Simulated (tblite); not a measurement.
Species: C3H2F2.
Atom-mapped SMILES: `[CH:1]#[C:2][CH:3]([F:4])[F:5]` (hydrogens: H6 on C1; H7 on C3)

Computed with GFN2-xTB (tblite), gas phase: Langevin dynamics at 600 K from the optimised GFN2-xTB geometry, time step 0.5 fs, friction 0.01 fs⁻¹, 2000 steps. The instantaneous temperature is 2·E(kin)/(3Nk) with all 3N coordinates.

```csv
t (fs),T (K),E(pot) above start (eV),C1≡C2 (Å),C2–C3 (Å),C3–F4 (Å),C3–F5 (Å),C1–H6 (Å)
0,485,0.000,1.196,1.455,1.357,1.357,1.050
50,405,0.304,1.210,1.527,1.338,1.343,1.045
100,483,0.418,1.223,1.450,1.400,1.307,1.075
150,636,0.630,1.219,1.500,1.334,1.420,1.091
200,187,0.484,1.178,1.454,1.391,1.368,1.080
250,347,0.304,1.219,1.479,1.332,1.324,1.034
300,510,0.350,1.172,1.410,1.417,1.393,1.034
350,682,0.315,1.200,1.514,1.330,1.324,1.041
400,518,0.589,1.237,1.472,1.392,1.384,1.020
450,755,0.402,1.201,1.459,1.330,1.339,0.996
500,678,0.259,1.187,1.478,1.406,1.351,0.989
550,695,0.508,1.248,1.427,1.400,1.394,0.997
600,610,0.590,1.164,1.439,1.319,1.334,1.053
650,543,0.576,1.196,1.367,1.367,1.322,1.066
700,1036,0.418,1.248,1.534,1.358,1.415,1.099
750,476,0.710,1.175,1.529,1.376,1.408,1.037
800,658,0.528,1.240,1.524,1.399,1.331,1.059
850,535,0.357,1.211,1.470,1.369,1.353,1.067
900,493,0.382,1.161,1.427,1.368,1.331,1.047
950,446,0.273,1.223,1.438,1.358,1.436,1.079
1000,696,0.224,1.196,1.433,1.357,1.339,1.078
```

Question: From 500 fs on, how do temperature and potential energy compare with equipartition?

Answer: The mean temperature of these 11 frames is 624 K against the target 600 K, and the mean potential energy 0.44 eV against 15 × kT/2 = 0.39 eV for 15 classical harmonic modes. For 7 atoms in a canonical ensemble the temperature itself scatters by T·√(2/(3N)) = 185 K; here its standard deviation is 156 K. The whole run lasts only 10 friction times of 100 fs, so these averages carry a wide statistical error.

Question: What are the kinetic and total energies of the listed frame with the highest potential energy?

Answer: The one at 750 fs, 0.710 eV above the start. Its kinetic energy is 3NkT/2 = 0.430 eV at 476 K, so the sum is 1.14 eV; over the listed frames the sum runs from 0.44 to 1.35 eV, since the thermostat adds and removes energy.

Question: How much do the listed bonds fluctuate from 500 fs on?

Answer: 
```csv
bond,at the start (Å),mean (Å),standard deviation (Å)
C1≡C2,1.196,1.204,0.031
C2–C3,1.455,1.461,0.050
C3–F4,1.357,1.371,0.024
C3–F5,1.357,1.365,0.039
C1–H6,1.050,1.052,0.032
```

The motion is classical and holds no zero-point motion.

What follows is the cost of the whole dynamics run. On one thread of an Arm Neoverse N1, no GPU, shared host, this took 7.7 s and 0.18 GiB of memory at its peak.
